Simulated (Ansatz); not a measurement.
A short molecular-dynamics run on BH2(OH) (BOH₃).

```yaml
crystal:
  periodic: [false, false, false]
  atoms:
    - {symbol: B, position_ang: [0.281643, 0.295804, -0.111317]}
    - {symbol: H, position_ang: [1.435655, 0.401676, -0.404158]}
    - {symbol: H, position_ang: [-0.467749, 1.233771, -0.069869]}
    - {symbol: O, position_ang: [-0.156982, -0.949932, 0.178042]}
    - {symbol: H, position_ang: [-1.092578, -0.981319, 0.407302]}
basis:
  gaussian: {orbitals: "6-31G*"}
hamiltonian: {xc: {name: r2SCAN}, dispersion: rvv10}
md: {timestep: 1 fs, n_steps: 15, ensemble: nvt_langevin, temperature: 300, initial_velocities: maxwell_boltzmann, friction: 0.01, seed: 996}
scf: {omitted_lower_state_checks: [starts]}
```

```sh
$ ansatz run in.yaml --threads 4 --pin off --events-out ev --progress --plain --max-ram 3916MiB
```

```csv
step,time (fs),potential energy (eV),kinetic (eV),T (K)
0,0.0,-2770.4279,0.1551,240
1,1.0,-2770.4191,0.1548,239
2,2.0,-2770.3998,0.1305,202
3,3.0,-2770.3794,0.1163,180
4,4.0,-2770.3591,0.0860,133
5,5.0,-2770.3369,0.0734,114
6,6.0,-2770.3141,0.0474,73
7,7.0,-2770.2976,0.0413,64
8,8.0,-2770.2912,0.0384,59
9,9.0,-2770.2980,0.0544,84
10,10.0,-2770.3167,0.0896,139
11,11.0,-2770.3411,0.1151,178
12,12.0,-2770.3654,0.1429,221
13,13.0,-2770.3866,0.1945,301
14,14.0,-2770.3968,0.2101,325
15,15.0,-2770.3954,0.2041,316
```

Velocities are drawn at the set temperature; a run this short doesn't reach equilibrium. Under Langevin dynamics the printed temperature counts 3N degrees of freedom, so it starts below the set value.

The 6-31G sets use Cartesian d functions.

Frames (Å, forces in eV/Å):

```xyz
5
time=0.0 fs
B     0.282    0.296   -0.111   -0.083    0.032    0.015
H     1.436    0.402   -0.404    0.068   -0.019   -0.013
H    -0.468    1.234   -0.070   -0.050    0.087   -0.001
O    -0.157   -0.950    0.178    0.281   -0.175   -0.042
H    -1.093   -0.981    0.407   -0.216    0.075    0.041
5
time=1.0 fs
B     0.278    0.296   -0.107   -0.102    0.024   -0.196
H     1.420    0.381   -0.418    0.321    0.053   -0.014
H    -0.454    1.242   -0.098   -0.172    0.138    0.099
O    -0.154   -0.948    0.178   -0.354   -0.369    0.211
H    -1.098   -1.003    0.416    0.307    0.154   -0.100
5
time=2.0 fs
B     0.274    0.297   -0.103   -0.118    0.093   -0.411
H     1.407    0.359   -0.432    0.484    0.126    0.003
H    -0.445    1.255   -0.124   -0.201    0.079    0.192
O    -0.151   -0.947    0.178   -0.743   -0.524    0.393
H    -1.098   -1.023    0.423    0.578    0.226   -0.176
5
time=3.0 fs
B     0.270    0.298   -0.099   -0.104    0.259   -0.641
H     1.397    0.339   -0.447    0.541    0.199    0.042
H    -0.440    1.268   -0.149   -0.149   -0.067    0.279
O    -0.148   -0.945    0.178   -0.813   -0.656    0.483
H    -1.092   -1.040    0.426    0.524    0.264   -0.163
5
time=4.0 fs
B     0.266    0.298   -0.097    0.052    0.432   -0.895
H     1.393    0.321   -0.465    0.443    0.261    0.121
H    -0.438    1.280   -0.171   -0.092   -0.208    0.360
O    -0.146   -0.944    0.179   -0.654   -0.749    0.504
H    -1.082   -1.054    0.428    0.252    0.265   -0.090
5
time=5.0 fs
B     0.263    0.299   -0.096    0.314    0.526   -1.150
H     1.393    0.309   -0.485    0.248    0.302    0.232
H    -0.434    1.289   -0.190   -0.079   -0.288    0.430
O    -0.144   -0.943    0.181   -0.318   -0.773    0.457
H    -1.070   -1.066    0.429   -0.166    0.232    0.031
5
time=6.0 fs
B     0.260    0.299   -0.096    0.588    0.554   -1.358
H     1.396    0.299   -0.504    0.030    0.331    0.345
H    -0.430    1.295   -0.204   -0.082   -0.341    0.480
O    -0.142   -0.943    0.182   -0.038   -0.740    0.401
H    -1.060   -1.075    0.429   -0.497    0.196    0.132
5
time=7.0 fs
B     0.257    0.300   -0.099    0.831    0.516   -1.489
H     1.399    0.292   -0.522   -0.186    0.354    0.436
H    -0.427    1.301   -0.212   -0.087   -0.377    0.506
O    -0.140   -0.943    0.183    0.023   -0.681    0.384
H    -1.055   -1.081    0.433   -0.580    0.188    0.163
5
time=8.0 fs
B     0.254    0.302   -0.104    1.013    0.395   -1.529
H     1.404    0.289   -0.533   -0.379    0.369    0.497
H    -0.426    1.306   -0.218   -0.097   -0.388    0.508
O    -0.139   -0.943    0.184   -0.099   -0.590    0.400
H    -1.055   -1.085    0.440   -0.439    0.214    0.124
5
time=9.0 fs
B     0.251    0.305   -0.110    1.083    0.152   -1.443
H     1.408    0.292   -0.537   -0.489    0.354    0.506
H    -0.426    1.307   -0.220   -0.138   -0.345    0.485
O    -0.139   -0.945    0.185   -0.376   -0.439    0.438
H    -1.060   -1.087    0.449   -0.080    0.279    0.014
5
time=10.0 fs
B     0.250    0.308   -0.119    1.004   -0.182   -1.224
H     1.407    0.304   -0.536   -0.464    0.303    0.452
H    -0.426    1.304   -0.217   -0.216   -0.242    0.437
O    -0.139   -0.947    0.187   -0.600   -0.216    0.437
H    -1.067   -1.085    0.458    0.277    0.337   -0.101
5
time=11.0 fs
B     0.251    0.310   -0.129    0.819   -0.505   -0.924
H     1.404    0.323   -0.533   -0.345    0.225    0.355
H    -0.428    1.298   -0.207   -0.303   -0.121    0.372
O    -0.139   -0.950    0.189   -0.631    0.045    0.363
H    -1.071   -1.080    0.466    0.459    0.356   -0.166
5
time=12.0 fs
B     0.252    0.311   -0.140    0.573   -0.755   -0.571
H     1.399    0.344   -0.525   -0.157    0.142    0.222
H    -0.431    1.290   -0.193   -0.378   -0.018    0.295
O    -0.139   -0.953    0.192   -0.493    0.298    0.231
H    -1.071   -1.070    0.473    0.456    0.333   -0.177
5
time=13.0 fs
B     0.253    0.311   -0.152    0.201   -0.926   -0.160
H     1.393    0.366   -0.512    0.102    0.078    0.050
H    -0.439    1.283   -0.176   -0.384    0.011    0.206
O    -0.140   -0.956    0.195   -0.158    0.573    0.029
H    -1.067   -1.053    0.481    0.239    0.265   -0.125
5
time=14.0 fs
B     0.254    0.311   -0.164   -0.199   -0.974    0.249
H     1.388    0.390   -0.499    0.338    0.021   -0.112
H    -0.452    1.277   -0.156   -0.317   -0.049    0.107
O    -0.141   -0.958    0.198    0.285    0.828   -0.217
H    -1.061   -1.029    0.487   -0.107    0.174   -0.027
5
time=15.0 fs
B     0.254    0.310   -0.177   -0.570   -0.847    0.597
H     1.385    0.415   -0.489    0.487   -0.030   -0.237
H    -0.470    1.274   -0.139   -0.159   -0.217    0.005
O    -0.141   -0.959    0.201    0.614    1.002   -0.417
H    -1.056   -1.002    0.493   -0.372    0.092    0.053
```

It took 8 s on 4 threads of Arm Neoverse V2 on a shared host.
